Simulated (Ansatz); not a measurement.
**An input for doublet [SiH3]2+**

[SiH3]2+ has 4 atoms, charge +2, and is taken as a doublet. As SMILES of the parent species, `[SiH3+]`. The shape was relaxed beforehand at SVWN5/def2-TZVP. The run starts from this shape.

```xyz
4

Si    0.0000    0.0000    0.0000
H     0.6939    0.6823    1.1243
H    -0.1196   -1.4821   -0.0100
H    -0.5742    0.7997   -1.1143
```

Settings wanted:

| Setting | Value |
| --- | --- |
| basis set | def2-TZVP |
| core potential | none |
| integral approximation | automatic |
| task | optimise |
| method | DFT |
| functional | SVWN5 |
| dispersion | none |
| reference | UKS |
| relativity | none |
| accuracy | medium |
| start density | atoms |

Give an Ansatz 0.2.0 job that does this.

This one ran through:

molecule.yaml:
```yaml
crystal:
  periodic: [false, false, false]
  atoms:
    - {symbol: Si, position_ang: [-0.000002, -0.000026, -0.000001]}
    - {symbol: H, position_ang: [0.693857, 0.682284, 1.124266]}
    - {symbol: H, position_ang: [-0.119607, -1.482105, -0.010008]}
    - {symbol: H, position_ang: [-0.574248, 0.799746, -1.114258]}
basis:
  gaussian:
    orbitals: def2-TZVP
total_charge: 2
magnetization:
  spin_polarized: true
  initial_magnetization: 1
hamiltonian:
  xc: {name: SVWN5}
relax: {}
```

```bash
$ ansatz run molecule.yaml --threads 1 --pin off --max-ram 3480MiB --events-out events.jsonl --progress --plain --runs-dir runs
```

Calculated total energy at the end of the run: -289.02161 Eh.
